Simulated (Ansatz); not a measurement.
This geometry of C₂H₃NOS (8 atoms, charge 0, multiplicity 1) is a first-order saddle point.

Computed with RKS LDA/6-31G (Ansatz).

```xyz
8
Properties=species:S:1:pos:R:3
N 1.129 -2.112 0.725
C 0.645 -1.042 0.617
C 0.090 0.276 0.403
O 0.712 0.960 -0.660
S -1.828 0.103 0.159
H 0.191 0.913 1.297
H 0.889 0.349 -1.422
H -1.735 0.497 -1.174
```

Q: Which two structures does it join? (They come from a converged band through this point; their orientation in space is the band's.)

A: No bond is made or broken. The dihedral O4–C3–S5–H8 goes from -64 to 88°.

Initial state:

```xyz
8
Properties=species:S:1:pos:R:3
N 1.119 -1.904 1.367
C 0.642 -0.944 0.876
C 0.116 0.231 0.206
O 0.886 0.644 -0.897
S -1.687 -0.202 -0.261
H 0.082 1.089 0.898
H 0.920 -0.072 -1.584
H -1.986 1.101 -0.659
```

Final state:

```xyz
8
Properties=species:S:1:pos:R:3
N 0.701 -2.011 0.980
C 0.441 -0.892 0.708
C 0.170 0.467 0.283
O 1.026 0.906 -0.744
S -1.695 0.604 -0.119
H 0.298 1.179 1.116
H 0.934 0.342 -1.554
H -1.783 -0.651 -0.725
```

Q: How far does it lie above each of them?

A: 16.1 kJ/mol above the first and 12.5 kJ/mol above the second. This is the barrier of this one path; another mechanism may lie lower. Limits of this set-up: no polarisation functions.

Time of the run: 62 s on 1 thread of Arm Neoverse V1, on a shared host, peak memory 0.1 GiB.
